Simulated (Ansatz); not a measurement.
**Question.** Name a neutral molecule of C, Cl, F and H with HOMO energy (PBE0/def2-TZVPP) between -8.10 and -7.80 eV and LUMO energy (ωB97M-V/def2-TZVPP) between 2.25 and 2.55 eV (Ansatz, PBE0-D4/def2-TZVP geometry).

**Answer.** `C[C@@]1(Cl)C[C@H]1F` (-7.83 eV, 2.53 eV); `FC#CCCCl` (-7.97 eV, 2.26 eV). Other molecules can fit too; these were computed, each in one conformer that needn't be the lowest.
